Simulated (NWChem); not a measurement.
Program: NWChem. System: HLi, charge 0, spin multiplicity 1, displaced from the optimised geometry. The structure started from a generated list of species. Level: B3LYP/cc-pVDZ, VWN1-RPA local correlation, spin-restricted.

Job file:

```
start mol
memory heap 200 mb stack 900 mb global 1100 mb
geometry units angstroms nocenter noautoz noautosym
  Li     0.000000     0.000000     0.159762
  H      0.000000     0.000000    -1.198218
end
basis spherical
  * library cc-pvdz
end
dft
  xc b3lyp
  semidirect memsize 60000000 filesize 0
  iterations 100
end
task dft energy
```

NWChem printed:

```
             Northwest Computational Chemistry Package (NWChem) 7.3.0
             --------------------------------------------------------

                                NWChem Input Module
                                -------------------

 Scaling coordinates for geometry "geometry" by  1.889725989
 (inverse scale =  0.529177249)

                             Geometry "geometry" -> ""
                             -------------------------

 Output coordinates in angstroms (scale by  1.889725989 to convert to a.u.)

  No.       Tag          Charge          X              Y              Z
 ---- ---------------- ---------- -------------- -------------- --------------
    1 Li                   3.0000     0.00000000     0.00000000     0.15976200
    2 H                    1.0000     0.00000000     0.00000000    -1.19821800

 Effective nuclear repulsion energy (a.u.)       1.1690391221

            Nuclear Dipole moment (a.u.)
            ----------------------------
        X                 Y               Z
 ---------------- ---------------- ----------------
     0.0000000000     0.0000000000    -1.3585844844


 Summary of "ao basis" -> "" (spherical)
 ------------------------------------------------------------------------------
       Tag                 Description            Shells   Functions and Types
 ---------------- ------------------------------  ------  ---------------------
 *                          cc-pvdz                   on all atoms

                                 NWChem DFT Module
                                 -----------------

 Summary of "ao basis" -> "ao basis" (spherical)
 ------------------------------------------------------------------------------
       Tag                 Description            Shells   Functions and Types
 ---------------- ------------------------------  ------  ---------------------
 Li                         cc-pvdz                  6       14   3s2p1d
 H                          cc-pvdz                  3        5   2s1p

 Summary of "ao basis" -> "ao basis" (spherical)
 ------------------------------------------------------------------------------
[...]
    Exchange-Corr. energy =       -2.265303811381
 Nuclear repulsion energy =        1.169039122078

 Numeric. integr. density =        4.000000287780

     Total iterative time =      0.1s

                       DFT Final Molecular Orbital Analysis
                       ------------------------------------

 Vector    1  Occ=2.000000D+00  E=-1.992264D+00
              MO Center= -2.7D-15,  3.3D-15,  1.6D-01, r^2= 1.3D-01
   Bfn.  Coefficient  Atom+Function         Bfn.  Coefficient  Atom+Function
  ----- ------------  ---------------      ----- ------------  ---------------
     1      0.995230  1 Li s

 Vector    2  Occ=2.000000D+00  E=-2.013860D-01
              MO Center=  4.6D-12, -4.7D-12, -1.1D+00, r^2= 1.5D+00
   Bfn.  Coefficient  Atom+Function         Bfn.  Coefficient  Atom+Function
  ----- ------------  ---------------      ----- ------------  ---------------
    15      0.434467  2 H  s                  2      0.348581  1 Li s
     6     -0.323950  1 Li pz                16      0.137189  2 H  s
     3      0.115732  1 Li s                 12      0.051250  1 Li d  0
     1     -0.041405  1 Li s

 Vector    3  Occ=0.000000D+00  E=-4.240597D-02
              MO Center=  6.2D-11, -6.6D-11,  1.3D+00, r^2= 5.0D+00
   Bfn.  Coefficient  Atom+Function         Bfn.  Coefficient  Atom+Function
  ----- ------------  ---------------      ----- ------------  ---------------
     3      0.632465  1 Li s                  6      0.441044  1 Li pz
     9      0.235770  1 Li pz                 2      0.164221  1 Li s
    15     -0.122534  2 H  s                  1     -0.065849  1 Li s
    12     -0.031306  1 Li d  0              16     -0.027726  2 H  s

 Vector    4  Occ=0.000000D+00  E=-3.986384D-03
              MO Center=  1.4D-12, -5.2D-13,  1.8D-01, r^2= 1.0D+01
   Bfn.  Coefficient  Atom+Function         Bfn.  Coefficient  Atom+Function
  ----- ------------  ---------------      ----- ------------  ---------------
     7      0.506248  1 Li px                 8      0.482955  1 Li py
     4      0.288097  1 Li px                 5      0.274842  1 Li py

 Vector    5  Occ=0.000000D+00  E=-3.986384D-03
              MO Center= -2.4D-11,  2.5D-11,  1.8D-01, r^2= 1.0D+01
   Bfn.  Coefficient  Atom+Function         Bfn.  Coefficient  Atom+Function
  ----- ------------  ---------------      ----- ------------  ---------------
     8     -0.506248  1 Li py                 7      0.482955  1 Li px
     5     -0.288097  1 Li py                 4      0.274842  1 Li px

 center of mass
 --------------
 x =   0.00000000 y =   0.00000000 z =  -0.02042000

 moments of inertia (a.u.)
 ------------------
           5.803335500854           0.000000000000           0.000000000000
           0.000000000000           5.803335500854           0.000000000000
           0.000000000000           0.000000000000           0.000000000000

     Multipole analysis of the density
     ---------------------------------

     L   x y z        total         alpha         beta         nuclear
     -   - - -        -----         -----         ----         -------
     0   0 0 0     -0.000000     -2.000000     -2.000000      4.000000

     1   1 0 0     -0.000000     -0.000000     -0.000000      0.000000
     1   0 1 0      0.000000      0.000000      0.000000      0.000000
     1   0 0 1      2.087845      1.723215      1.723215     -1.358584

     2   2 0 0     -4.101224     -2.050612     -2.050612      0.000000
     2   1 1 0     -0.000000     -0.000000     -0.000000      0.000000
     2   1 0 1      0.000000      0.000000      0.000000      0.000000
     2   0 2 0     -4.101224     -2.050612     -2.050612      0.000000
     2   0 1 1     -0.000000     -0.000000     -0.000000      0.000000
     2   0 0 2     -6.137043     -5.768779     -5.768779      5.400514

 Task  times  cpu:        0.2s     wall:        0.2s

 Total times  cpu:        0.2s     wall:        0.2s
```
